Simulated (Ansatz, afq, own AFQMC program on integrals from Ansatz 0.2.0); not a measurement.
**AlBCl (doublet): quantum Monte Carlo beside coupled cluster at distance B1–Al2 = 5.813 Å, cc-pVDZ**

How near does AFQMC come to the top of the ladder for AlBCl (doublet)?

Computed with Ansatz 0.2.0, Gaussian basis, and an in-house AFQMC program (afq) on its integrals; all values are calculated. Level: cc-pVDZ, frozen cores.

Plan: PBE (unrestricted); r2SCAN (unrestricted); PBE0 (unrestricted); B3LYP (unrestricted); wB97M-V (unrestricted); B2PLYP (unrestricted); CCSD(T) on UHF; Phaseless AFQMC, CISD trial on UHF; Phaseless AFQMC, single-determinant trial on UHF.

5 further runs of the same task are left out: 5 that didn't finish. Runs told in other sessions of the task aren't counted.

**1. The system**

The geometry derives from a PBE0/def2-TZVP stationary point (not a proven minimum). One bond is set to the value named and the two fragments are kept rigid.

3 atoms, charge 0, spin multiplicity 2.

Atoms are counted from 1 here; the program's logs count them from 0.

Bond lengths: Al2–Cl3 2.113 Å.

**2. PBE (unrestricted)**

File in.yaml:

```yaml
crystal:
  periodic: [false, false, false]
  atoms:
    - {symbol: B, position_ang: [0.000000, 2.672927, -4.876734]}
    - {symbol: Al, position_ang: [0.000000, -0.884234, -0.279171]}
    - {symbol: Cl, position_ang: [0.000000, -0.142133, 1.699570]}
basis:
  gaussian: {orbitals: cc-pVDZ}
magnetization: {spin_polarized: true, initial_magnetization: 1}
hamiltonian: {xc: {name: PBE}}
output: {orbitals: {seedname: orbitals}}
```

On the command line:

```console
$ ansatz run in.yaml --threads 1 --pin off --events-out ev --progress --plain --max-ram 1382MiB
```

Standard output:

```text
Functional definition: PBE
  name "PBE"
  cite "Perdew, Burke & Ernzerhof, Phys. Rev. Lett. 77, 3865 (1996) doi:10.1103/PhysRevLett.77.3865"
  parent pbe
  parameter kappa = 0.804
  parameter beta = 0.06672455060314922
  exchange = pbe_x(kappa = kappa, mu = beta*pi^2/3)
  correlation = pbe_c(beta = beta)
509 factors; integrals over basis functions are off by at most 4.6e-4 eV
mean field evaluation 1: about -19780.9926 eV, gradient 1.1e1 eV
mean field evaluation 2: about -19779.1500 eV, gradient 2.0e1 eV
mean field evaluation 4: about -19781.7304 eV, gradient 6.6e-1 eV
mean field evaluation 8: about -19781.7343 eV, gradient 8.9e-3 eV
mean field evaluation 16: about -19781.7345 eV, gradient 1.5e-2 eV
mean field evaluation 32: about -19774.2265 eV, gradient 9.5e0 eV
mean field evaluation 64: about -19781.7264 eV, gradient 4.5e-2 eV
mean field evaluation 96: about -19781.7237 eV, gradient 7.1e-2 eV
mean field -19781.73450898 eV, -726.9653346638 hartree, gradient 3.0e-6 eV, S^2 0.752570; 8 other end points of the search recorded, 0 dependent functions left out
reference -19781.73454878 eV, -726.9653361265 hartree; 18, 17 occupied and 32, 33 virtual orbitals, 509 factors
Total energy: -19781.73454878 eV, -726.9653361265 hartree
```

Wall time 7 s (1 thread of Intel Xeon 6975P-C (Granite Rapids), shared host).

From the report: ⟨S²⟩ of the determinant 0.753 (pure doublet: 0.75).

**3. r2SCAN (unrestricted)**

Changes to in.yaml since step 2:

```diff
@@ -9,3 +9,2 @@
 magnetization: {spin_polarized: true, initial_magnetization: 1}
-hamiltonian: {xc: {name: PBE}}
-output: {orbitals: {seedname: orbitals}}
+hamiltonian: {xc: {name: r2SCAN}}
```

The command is unchanged.

Standard output, cut to the lines that bear on the results:

```text
Functional definition: r2SCAN
  name "r2SCAN"
  cite "Furness, Kaplan, Ning, Perdew & Sun, J. Phys. Chem. Lett. 11, 8208 (2020) doi:10.1021/acs.jpclett.0c02405"
  cite "Furness, Kaplan, Ning, Perdew & Sun, J. Phys. Chem. Lett. 11, 9248 (2020) doi:10.1021/acs.jpclett.0c03077"
  parent r2scan
[...]
509 factors; integrals over basis functions are off by at most 4.6e-4 eV
[...]
mean field -19789.64324656 eV, -727.2559754092 hartree, gradient 6.2e-6 eV, S^2 0.755616; 9 other end points of the search recorded, 0 dependent functions left out
reference -19789.64326081 eV, -727.2559759326 hartree; 18, 17 occupied and 32, 33 virtual orbitals, 509 factors
Total energy: -19789.64326081 eV, -727.2559759326 hartree
```

It took 19 s on 1 thread of Intel Xeon 6975P-C (Granite Rapids), shared host.

From the report: ⟨S²⟩ of the determinant 0.756 (pure doublet: 0.75).

**4. PBE0 (unrestricted)**

Changes to in.yaml since step 3:

```diff
@@ -9,2 +9,3 @@
 magnetization: {spin_polarized: true, initial_magnetization: 1}
-hamiltonian: {xc: {name: r2SCAN}}
+hamiltonian: {xc: {name: PBE0}}
+output: {orbitals: {seedname: orbitals}}
```

Same command.

Standard output, cut to the lines that bear on the results:

```text
Functional definition: PBE0
  name "PBE0"
  cite "Adamo & Barone, J. Chem. Phys. 110, 6158 (1999) doi:10.1063/1.478522"
  cite "Perdew, Burke & Ernzerhof, Phys. Rev. Lett. 77, 3865 (1996) doi:10.1103/PhysRevLett.77.3865"
  parent pbe
[...]
509 factors; integrals over basis functions are off by at most 4.6e-4 eV
[...]
mean field -19783.63080486 eV, -727.0350222519 hartree, gradient 8.3e-6 eV, S^2 0.753218; 4 other end points of the search recorded, 0 dependent functions left out
reference -19783.63083448 eV, -727.0350233406 hartree; 18, 17 occupied and 32, 33 virtual orbitals, 509 factors
Total energy: -19783.63083448 eV, -727.0350233406 hartree
```

Wall time 5.5 s (1 thread of Intel Xeon 6975P-C (Granite Rapids), shared host).

From the report: ⟨S²⟩ of the determinant 0.753 (pure doublet: 0.75).

**5. B3LYP (unrestricted)**

Changes to in.yaml since step 4:

```diff
@@ -9,3 +9,2 @@
 magnetization: {spin_polarized: true, initial_magnetization: 1}
-hamiltonian: {xc: {name: PBE0}}
-output: {orbitals: {seedname: orbitals}}
+hamiltonian: {xc: {name: B3LYP}}
```

The command is unchanged.

Standard output, cut to the lines that bear on the results:

```text
Functional definition: B3LYP
  name "B3LYP"
  cite "Stephens, Devlin, Chabalowski & Frisch, J. Phys. Chem. 98, 11623 (1994) doi:10.1021/j100096a001"
  cite "Becke, Phys. Rev. A 38, 3098 (1988) doi:10.1103/PhysRevA.38.3098"
  cite "Lee, Yang & Parr, Phys. Rev. B 37, 785 (1988) doi:10.1103/PhysRevB.37.785"
  cite "Vosko, Wilk & Nusair, Can. J. Phys. 58, 1200 (1980) doi:10.1139/p80-159"
[...]
509 factors; integrals over basis functions are off by at most 4.6e-4 eV
[...]
mean field -19793.06899988 eV, -727.3818695215 hartree, gradient 2.8e-6 eV, S^2 0.752692; 3 other end points of the search recorded, 0 dependent functions left out
reference -19793.06926031 eV, -727.3818790922 hartree; 18, 17 occupied and 32, 33 virtual orbitals, 509 factors
Total energy: -19793.06926031 eV, -727.3818790922 hartree
```

Run time: 4.8 s. Hardware: 1 thread of Intel Xeon 6975P-C (Granite Rapids), shared host.

From the report: ⟨S²⟩ of the determinant 0.753 (pure doublet: 0.75).

**6. wB97M-V (unrestricted)**

Changes to in.yaml since step 5:

```diff
@@ -9,2 +9,3 @@
 magnetization: {spin_polarized: true, initial_magnetization: 1}
-hamiltonian: {xc: {name: B3LYP}}
+hamiltonian: {xc: {name: wB97M-V}}
+output: {orbitals: {seedname: orbitals}}
```

Same command.

Standard output, cut to the lines that bear on the results:

```text
Functional definition: wB97M-V
  name "wB97M-V"
  cite "Mardirossian & Head-Gordon, J. Chem. Phys. 144, 214110 (2016) doi:10.1063/1.4952647"
  cite "Becke, J. Chem. Phys. 107, 8554 (1997) doi:10.1063/1.475007"
  cite "Vydrov & Van Voorhis, J. Chem. Phys. 133, 244103 (2010) doi:10.1063/1.3521275"
  # Of w^i u^j: cxij and so on, Table III.
[...]
  gx(w, u) = 1 - cx + cx01*u + cx10*w
  gss(w, u) = css00 + css04*u^4 + css10*w + css20*w^2 + css43*w^4*u^3
  gos(w, u) = cos00 + cos10*w + (cos20 + cos21*u)*w^2 + (cos60 + cos61*u)*w^6
[...]
      + integral(e_c_pw_mod_opposite_spin*gos(b97_w_opposite, b97_u_opposite)) + vv10(b, c)
509 factors; integrals over basis functions are off by at most 4.6e-4 eV
152 factors; integrals over basis functions are off by at most 2.5e-5 eV
[...]
mean field -19790.90604249 eV, -727.3023823037 hartree, gradient 9.9e-6 eV, S^2 0.750585; 3 other end points of the search recorded, 0 dependent functions left out
reference -19790.90608745 eV, -727.3023839557 hartree; 18, 17 occupied and 32, 33 virtual orbitals, 509 factors
Total energy: -19790.90608745 eV, -727.3023839557 hartree
```

It took 17 s on 1 thread of Intel Xeon 6975P-C (Granite Rapids), shared host.

From the report: ⟨S²⟩ of the determinant 0.751 (pure doublet: 0.75).

**7. B2PLYP (unrestricted)**

Changes to in.yaml since step 6:

```diff
@@ -9,3 +9,3 @@
 magnetization: {spin_polarized: true, initial_magnetization: 1}
-hamiltonian: {xc: {name: wB97M-V}}
-output: {orbitals: {seedname: orbitals}}
+hamiltonian: {xc: {name: B2PLYP}}
+correlation: {electrons: outside_noble_gas}
```

Launched as before.

Standard output, cut to the lines that bear on the results:

```text
Functional definition: B2PLYP
  name "B2PLYP"
  cite "Grimme, J. Chem. Phys. 124, 034108 (2006) doi:10.1063/1.2148954"
  cite "Becke, Phys. Rev. A 38, 3098 (1988) doi:10.1103/PhysRevA.38.3098"
  cite "Lee, Yang & Parr, Phys. Rev. B 37, 785 (1988) doi:10.1103/PhysRevB.37.785"
[...]
509 factors; integrals over basis functions are off by at most 4.6e-4 eV
[...]
mean field -19782.15166199 eV, -726.9806647542 hartree, gradient 1.7e-8 eV, S^2 0.754223; 6 other end points of the search recorded, 0 dependent functions left out
11 core orbitals not correlated: weight in the atoms' cores, before any rotation towards them, 1.000 or more for the frozen orbitals, at most 0.000 for the correlated occupied ones
reference -19782.15182629 eV, -726.9806707919 hartree; 7, 6 occupied and 32, 33 virtual orbitals, 509 factors
second order -7.34885099 eV of doubles, -0.00000000 eV of singles
Total energy: -19784.13601605 eV, -727.0535884210 hartree
```

Run time: 7.5 s. Hardware: 1 thread of Intel Xeon 6975P-C (Granite Rapids), shared host.

From the report: ⟨S²⟩ of the determinant 0.754 (pure doublet: 0.75).

**8. CCSD(T) on UHF**

Changes to in.yaml since step 7:

```diff
@@ -9,3 +9,2 @@
 magnetization: {spin_polarized: true, initial_magnetization: 1}
-hamiltonian: {xc: {name: B2PLYP}}
-correlation: {electrons: outside_noble_gas}
+correlation: {method: ccsd_t, electrons: outside_noble_gas, hamiltonian_folder: ham}
```

The command is unchanged.

Standard output, cut to the lines that bear on the results:

```text
Functional definition: HF
  name "HF"
  cite "Fock, Z. Phys. 61, 126 (1930) doi:10.1007/BF01340294"
  parent pbe
[...]
509 factors; integrals over basis functions are off by at most 4.6e-4 eV
[...]
mean field -19755.86096454 eV, -726.0144994433 hartree, gradient 2.3e-6 eV, S^2 0.757442; 22 other end points of the search recorded, 0 dependent functions left out
determinant -19755.86096454 eV, -726.0144994433 hartree, with singles and doubles -19762.96246076 eV, -726.2754746157 hartree
determinant -19755.85492186 eV, -726.0142773791 hartree, with singles and doubles -19762.95686721 eV, -726.2752690566 hartree
determinant -19755.85230400 eV, -726.0141811743 hartree, with singles and doubles -19762.95513838 eV, -726.2752055234 hartree
determinant -19753.70466125 eV, -725.9352567591 hartree, with singles and doubles -19760.01543385 eV, -726.1671733744 hartree
[...]
determinant -19753.68222815 eV, -725.9344323578 hartree, with singles and doubles -19759.99510131 eV, -726.1664261674 hartree
determinant -19755.86096454 eV, -726.0144994433 hartree, with singles and doubles -19762.96230471 eV, -726.2754688810 hartree
determinant -19755.85492186 eV, -726.0142773791 hartree, with singles and doubles -19762.95672636 eV, -726.2752638804 hartree
determinant -19755.85230400 eV, -726.0141811743 hartree, with singles and doubles -19762.95502370 eV, -726.2752013091 hartree
11 core orbitals not correlated: weight in the atoms' cores, before any rotation towards them, 1.000 or more for the frozen orbitals, at most 0.000 for the correlated occupied ones
reference -19755.86096454 eV, -726.0144994433 hartree; 7, 6 occupied and 32, 33 virtual orbitals, 509 factors
second order -5.84838365 eV of doubles, -0.00000000 eV of singles
cycle   1  -7.10134525 eV  change   -5.1e-6 eV  update   4.5e-6
perturbative correction -0.14596578 eV, -0.0053641436 hartree
Total energy: -19763.10827557 eV, -726.2808332113 hartree
```

It took 17 s on 1 thread of Intel Xeon 6975P-C (Granite Rapids), shared host.

From the report: ⟨S²⟩ of the determinant 0.757 (pure doublet: 0.75); correlation -7.2473 eV; T1 0.012; largest double amplitude 0.13.

This run also writes the integrals to the folder ham.

**9. Phaseless AFQMC, CISD trial on UHF**

It reads the integrals that the CCSD(T) run on this determinant wrote.

On the command line:

```console
$ afq ham --method phaseless --trial cisd --walkers 60 --populations 1 --least-time 40 --time-step 0.005 --steps-per-block 50 --equilibration-blocks 40 --max-blocks 300 --target-error 0.00086 --factor-cut 1e-05 --start spin_pure --seed 8251 --release-times 0.24,0.51,0.99,1.62,2.4 --release-step 0.03 --release-every 4 --taylor-order 6
```

Standard output:

```text
orbitals 39  electrons 7 6  factors 251 of 509
reference energy -726.01449944 Eh
CCSD correlation -0.26096918 Eh in 22 cycles, weight of the determinant in the CISD state 0.8308
energy of the start -726.275291 Eh
 block  time / (1/Eh)  mean weight  energy / Eh
     1     0.250  1.0010  -726.269287
     2     0.500  1.0000  -726.269245
     3     0.750  1.0002  -726.273330
     4     1.000  0.9974  -726.271869
     5     1.250  1.0012  -726.274749
     6     1.500  1.0010  -726.279082
     7     1.750  0.9989  -726.282507
     8     2.000  0.9988  -726.280489
     9     2.250  1.0025  -726.288374
    10     2.500  0.9995  -726.285385
    11     2.750  0.9991  -726.278791
    16     4.000  0.9997  -726.276684
    21     5.250  0.9992  -726.277753
    26     6.500  1.0017  -726.280437
    31     7.750  0.9995  -726.281515
    36     9.000  0.9981  -726.283356
    41    10.250  0.9991  -726.278145
    46    11.500  1.0027  -726.277086
    51    12.750  1.0000  -726.284244
    56    14.000  1.0003  -726.280109
    61    15.250  1.0012  -726.285077
    66    16.500  1.0009  -726.276624
    71    17.750  1.0008  -726.285049
    76    19.000  0.9996  -726.284173
    81    20.250  0.9996  -726.283254
    86    21.500  1.0002  -726.285062
    91    22.750  0.9991  -726.278112
    96    24.000  1.0014  -726.279759
   101    25.250  0.9993  -726.279442
   106    26.500  1.0001  -726.282161
   111    27.750  1.0023  -726.278551
   116    29.000  1.0012  -726.278024
   121    30.250  0.9992  -726.277473
   126    31.500  1.0018  -726.271866
   131    32.750  1.0010  -726.287287
   136    34.000  1.0003  -726.281368
   141    35.250  0.9991  -726.284551
   146    36.500  1.0003  -726.302652
   151    37.750  0.9965  -726.281495
   156    39.000  0.9998  -726.274731
   161    40.250  1.0011  -726.277514
   166    41.500  0.9989  -726.282878
   171    42.750  1.0005  -726.283099
   176    44.000  1.0022  -726.287733
   181    45.250  0.9996  -726.278712
   186    46.500  0.9996  -726.276344
   191    47.750  0.9980  -726.287177
   196    49.000  0.9999  -726.278308
blocks merged  error / Eh  count
     1  0.000411  160
     2  0.000540  80
     4  0.000676  40
     8  0.000782  20
    16  0.000881  10
released: time / (1/Eh)  energy / Eh  error  mean overlap
  0.24  -726.282289  0.000757  0.9693
  0.51  -726.281650  0.000504  0.9800
  0.99  -726.281571  0.000673  0.9752
  1.62  -726.282307  0.000765  0.9748
  2.40  -726.281283  0.001188  1.0174
energy -726.281444 +/- 0.000782 Eh
```

Wall time 4 min (1 thread of Intel Xeon 6975P-C (Granite Rapids), shared host).

Energy -19763.1249 ± 0.0213 eV. Caveats: constraint bias not in the error.

**10. Phaseless AFQMC, single-determinant trial on UHF**

It reads the integrals that the CCSD(T) run on this determinant wrote.

On the command line:

```console
$ afq ham --method phaseless --trial hf --walkers 120 --populations 1 --least-time 40 --time-step 0.005 --steps-per-block 20 --equilibration-blocks 160 --max-blocks 600 --target-error 0.00258 --factor-cut 1e-05 --start spin_pure --seed 3385 --taylor-order 6
```

Standard output:

```text
orbitals 39  electrons 7 6  factors 251 of 509
reference energy -726.01449944 Eh
CCSD correlation -0.26096918 Eh in 22 cycles, weight of the determinant in the CISD state 0.8308
energy of the start -726.014581 Eh
 block  time / (1/Eh)  mean weight  energy / Eh
     1     0.100  0.9994  -726.060140
     2     0.200  1.0020  -726.095326
     3     0.300  1.0018  -726.130972
     4     0.400  1.0010  -726.153845
     5     0.500  1.0019  -726.162988
     6     0.600  1.0005  -726.183573
     7     0.700  1.0019  -726.198825
     8     0.800  1.0002  -726.218427
     9     0.900  0.9999  -726.213195
    10     1.000  1.0010  -726.220344
    15     1.500  1.0004  -726.231524
    29     2.900  1.0012  -726.258549
    43     4.300  0.9991  -726.294563
    57     5.700  0.9980  -726.248502
    71     7.100  1.0004  -726.280466
    85     8.500  0.9986  -726.280763
    99     9.900  1.0017  -726.259110
   113    11.300  0.9995  -726.276306
   127    12.700  0.9999  -726.301749
   141    14.100  1.0009  -726.309546
   155    15.500  0.9998  -726.265825
   169    16.900  0.9993  -726.257799
   183    18.300  0.9997  -726.270030
   197    19.700  0.9993  -726.277124
   211    21.100  0.9990  -726.256675
   225    22.500  1.0018  -726.248124
   239    23.900  1.0015  -726.242576
   253    25.300  0.9986  -726.292576
   267    26.700  0.9982  -726.280938
   281    28.100  1.0000  -726.270612
   295    29.500  1.0000  -726.246121
   309    30.900  0.9994  -726.289609
   323    32.300  1.0007  -726.272546
   337    33.700  1.0007  -726.278268
   351    35.100  1.0003  -726.255483
   365    36.500  0.9996  -726.250133
   379    37.900  0.9996  -726.262685
   393    39.300  0.9998  -726.260191
   407    40.700  0.9995  -726.268252
   421    42.100  1.0010  -726.258367
   435    43.500  0.9998  -726.286641
   449    44.900  0.9988  -726.304652
   463    46.300  1.0013  -726.273789
   477    47.700  1.0008  -726.263223
   491    49.100  0.9998  -726.262608
   505    50.500  1.0015  -726.313751
   519    51.900  0.9990  -726.287271
   533    53.300  0.9992  -726.263816
   547    54.700  1.0025  -726.302163
blocks merged  error / Eh  count
     1  0.000845  400
     2  0.001126  200
     4  0.001455  100
     8  0.001883  50
    16  0.002213  25
    32  0.002752  12
energy -726.274650 +/- 0.002213 Eh
```

Run time: 3 min. Hardware: 1 thread of Intel Xeon 6975P-C (Granite Rapids), shared host.

Energy -19762.9400 ± 0.0602 eV. Caveats: constraint bias not in the error. The error still grows with block length (0.0512 to 0.0749 eV), so the bar may be too small.

**11. All levels side by side**

On the UHF determinant, counted from CCSD(T) (a yardstick, not exact):

| level | energy (eV) | from CCSD(T) (meV) | statistical error (meV) | time |
| --- | --- | --- | --- | --- |
| HF | -19755.8610 | +7247.3 |  |  |
| MP2 | -19761.7093 | +1398.9 |  |  |
| CCSD | -19762.9623 | +146.0 |  |  |
| CCSD(T) | -19763.1083 | 0.0 |  |  |
| Phaseless AFQMC, CISD trial, step 0.005, 60 walkers | -19763.1249 | -16.6 | 21.3 | 4 min |
| Phaseless AFQMC, single-determinant trial, step 0.005, 120 walkers | -19762.9400 | +168.2 | 60.2 | 3 min |

The functionals' totals stand on their own zeros and serve differences with other points: PBE -19781.735 eV; r2SCAN -19789.643 eV; PBE0 -19783.631 eV; B3LYP -19793.069 eV; wB97M-V -19790.906 eV; B2PLYP -19784.136 eV.

**12. Summary of results**

```
                                                     quantity              value
              Phaseless AFQMC, CISD trial on UHF from CCSD(T)   -16.6 ± 21.3 meV
Phaseless AFQMC, single-determinant trial on UHF from CCSD(T)  +168.2 ± 60.2 meV
```

What this shows: On UHF the phaseless walk with the CISD trial lies -16.6 meV from CCSD(T), within three error bars. Error bars are statistical and leave out the constraint, the time step and what remains of the start.
